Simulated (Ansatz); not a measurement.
# O2 (oxygen): the energy to break a bond

O2 has 2 atoms, charge 0, and is taken as a triplet. SMILES: `O=O`. Geometry: optimised at PBE0/def2-SVP.

```xyz
2

O     0.5076   -0.1642    0.2614
O    -0.5076    0.1642   -0.2614
```

Wanted: the dissociation energy of the O2–O1 bond into triplet O and triplet O (shapes relaxed at PBE0/def2-SVP, no zero-point term). 1 Eh = 2625.50 kJ/mol = 27.2114 eV. Totals in Eh; open shells run unrestricted unless said.

```tsv
level	program	O2	triplet O	triplet O 
U-r2SCAN/def2-TZVPP	Ansatz	-150.323637	-75.058615	-75.058615
UB2PLYP/def2-TZVPP, 2 core orbitals frozen	Ansatz	-150.297913	-75.051905	-75.051905
UCCSD(T)/def2-TZVPP, 2 core orbitals frozen	Ansatz	-150.134078	-74.976744	-74.976744
```

Task: Work out the dissociation energy at each level.

Result: 
1. U-r2SCAN/def2-TZVPP: (-75.058615) + (-75.058615) − (-150.323637) = 0.206407 Eh = 541.9 kJ/mol = 5.62 eV.
2. UB2PLYP/def2-TZVPP: (-75.051905) + (-75.051905) − (-150.297913) = 0.194103 Eh = 509.6 kJ/mol = 5.28 eV.
3. UCCSD(T)/def2-TZVPP: (-74.976744) + (-74.976744) − (-150.134078) = 0.180590 Eh = 474.1 kJ/mol = 4.91 eV.

The levels span 474 to 542 kJ/mol; no measured value is set beside them. A bond enthalpy at 298 K also holds the loss of zero-point energy and thermal terms.
